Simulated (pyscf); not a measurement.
H₃Si–NH–SiH(Cl)–Cl (SMILES [SiH3]N[SiH](Cl)Cl) + H₂ (SMILES [H][H]) -> H₂N–SiH(Cl)–Cl (SMILES N[SiH](Cl)Cl) + SiH₄ (SMILES [SiH4]), a four-centre exchange (singlet surface; N–Si, H–H broken, H–N, H–Si formed). PySCF, gas phase, ωB97X-D3(BJ)/def2-SVP geometries. Energies in kJ/mol from the separated reactants.

Small-basis levels: PySCF, no dispersion term, spherical d functions. 

Task: Quick B3LYP/6-31G* single points give ΔE‡ = 244.3 kJ/mol and ΔE = +12.9 kJ/mol. What does ωB97M-D3(BJ)/def2-TZVP give, and how far is the quick result from it?

Result: ωB97M-D3(BJ)/def2-TZVP gives ΔE‡ = 228.4 kJ/mol and ΔE = +28.9 kJ/mol. B3LYP/6-31G* lies 15.9 kJ/mol over it in the barrier and 16.0 kJ/mol under it in the reaction energy, so on this step it does not hold to within 12.6 kJ/mol. ωB97M-D3(BJ)/def2-TZVP has limits of its own. One saddle was located; it need not be the lowest between these sides.
